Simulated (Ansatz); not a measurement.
Basis-set extrapolation for H$_{2}$SSi, SMILES `[SiH]S` (PBE0-D4/def2-TZVP geometry, frozen core, the Gaussian-basis code of Ansatz). Multiplicity 1, RHF reference.

```
                     cc-pV(T+d)Z  cc-pV(Q+d)Z
                 HF  -687.643904  -687.650089
    MP2 correlation    -0.282805    -0.306136
CCSD(T) correlation    -0.333929    -0.355334
```

Energies in hartree. Use E(X) = E(∞) + A·exp(−5.46·√X) for Hartree–Fock and E(X) = E(∞) + B·X^(−3.05) for correlation, with X = 3 and 4.

**Question.** What is the CCSD(T) energy at the basis-set limit?

**Answer.** HF limit: -687.650089 + (-0.006185) × 0.30130 = -687.65195. Correlation limit: -0.355334 + (-0.021405) × 0.71189 = -0.37057. Total: -688.02252 hartree, 117.3 kJ/mol below CCSD(T)/cc-pV(T+d)Z.
